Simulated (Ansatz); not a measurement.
Density of states of Ta2O5 (Pmmm, a = 3.670 Å, b = 3.859 Å, c = 6.433 Å, α = 90.00°, β = 90.00°, γ = 90.00°), in states per eV and primitive cell, averaged over bins of 0.3 eV. Computed with DFT PBEsol, scalar-relativistic, plane waves, PAW in Ansatz 0.2.0.

Settings: cutoff 420 eV, Γ-centred mesh 10×10×6 on the computed 7-atom cell, Gaussian smearing of 0.02 eV; no spin polarisation.

The cell is relaxed at this level. The states (both spins) are summed by tetrahedra on a 15×15×9 mesh at the self-consistent density. Energies are bin centres; the table starts no lower than −8 eV and ends at 6 eV, or lower where the solved bands end.

The gap is 0.32 eV at this level, with the zero inside it.

| E − E_F (eV) | total | O 2p | Ta 5d | Ta 6s | O 2s |
| --- | --- | --- | --- | --- | --- |
| -7.60 | 1.12 | 0.75 | 0.28 | 0.07 | 0.01 |
| -7.30 | 1.44 | 0.98 | 0.35 | 0.07 | 0.01 |
| -7.00 | 1.82 | 1.23 | 0.45 | 0.09 | 0.02 |
| -6.70 | 2.62 | 1.78 | 0.63 | 0.14 | 0.04 |
| -6.40 | 2.66 | 1.84 | 0.61 | 0.14 | 0.03 |
| -6.10 | 4.55 | 3.14 | 1.20 | 0.08 | 0.06 |
| -5.80 | 6.46 | 4.43 | 1.78 | 0.12 | 0.05 |
| -5.50 | 4.63 | 3.22 | 1.21 | 0.09 | 0.04 |
| -5.20 | 4.48 | 3.24 | 1.02 | 0.08 | 0.06 |
| -4.90 | 5.08 | 3.73 | 1.10 | 0.09 | 0.07 |
| -4.60 | 4.70 | 3.50 | 1.01 | 0.06 | 0.05 |
| -4.30 | 4.77 | 3.64 | 0.96 | 0.04 | 0.04 |
| -4.00 | 4.94 | 3.89 | 0.84 | 0.04 | 0.06 |
| -3.70 | 5.93 | 4.71 | 0.98 | 0.06 | 0.08 |
| -3.40 | 6.36 | 5.32 | 0.81 | 0.04 | 0.07 |
| -3.10 | 6.20 | 5.29 | 0.68 | 0.04 | 0.07 |
| -2.80 | 5.42 | 4.77 | 0.47 | 0.03 | 0.05 |
| -2.50 | 4.74 | 4.34 | 0.27 | 0.02 | 0.03 |
| -2.20 | 5.34 | 5.03 | 0.16 | 0.01 | 0.03 |
| -1.90 | 2.52 | 2.34 | 0.09 | 0.00 | 0.02 |
| -1.60 | 3.81 | 3.55 | 0.17 | 0.01 | 0.02 |
| -1.30 | 6.56 | 6.22 | 0.23 | 0.00 | 0.02 |
| -1.00 | 2.12 | 2.05 | 0.05 | 0.00 | 0.01 |
| -0.70 | 0.82 | 0.80 | 0.01 | 0.00 | 0.00 |
| -0.40 | 0.72 | 0.71 | 0.01 | 0.00 | 0.00 |
| -0.10 | 0.20 | 0.20 | 0.00 | 0.00 | 0.00 |
| 0.20 | 0.15 | 0.00 | 0.14 | 0.00 | 0.00 |
| 0.50 | 2.17 | 0.15 | 1.86 | 0.12 | 0.02 |
| 0.80 | 3.82 | 0.40 | 3.10 | 0.25 | 0.02 |
| 1.10 | 2.63 | 0.36 | 2.04 | 0.18 | 0.01 |
| 1.40 | 1.26 | 0.22 | 1.02 | 0.00 | 0.00 |
| 1.70 | 1.15 | 0.24 | 0.88 | 0.00 | 0.00 |
| 2.00 | 1.35 | 0.27 | 1.04 | 0.00 | 0.00 |
| 2.30 | 1.73 | 0.32 | 1.36 | 0.01 | 0.00 |
| 2.60 | 2.02 | 0.40 | 1.55 | 0.01 | 0.00 |
| 2.90 | 2.01 | 0.45 | 1.47 | 0.01 | 0.01 |
| 3.20 | 3.85 | 0.77 | 2.76 | 0.02 | 0.17 |
| 3.50 | 4.18 | 0.98 | 2.87 | 0.03 | 0.14 |
| 3.80 | 3.68 | 0.94 | 2.45 | 0.03 | 0.10 |
| 4.10 | 1.60 | 0.44 | 1.03 | 0.02 | 0.02 |
| 4.40 | 1.39 | 0.34 | 0.91 | 0.03 | 0.03 |
| 4.70 | 1.93 | 0.47 | 1.19 | 0.08 | 0.07 |
| 5.00 | 2.61 | 0.65 | 1.55 | 0.13 | 0.11 |
| 5.30 | 3.05 | 0.80 | 1.78 | 0.17 | 0.12 |
| 5.60 | 3.55 | 0.98 | 2.04 | 0.17 | 0.14 |

The columns after the total are the main Löwdin projections on the occupied valence shells of the potentials; 1 other is left out. The rest of the total lies in those, in shells that are empty in the free atom, which aren't projected, and between the atoms.

Spin-orbit coupling is left out, which matters for the bands of heavy elements.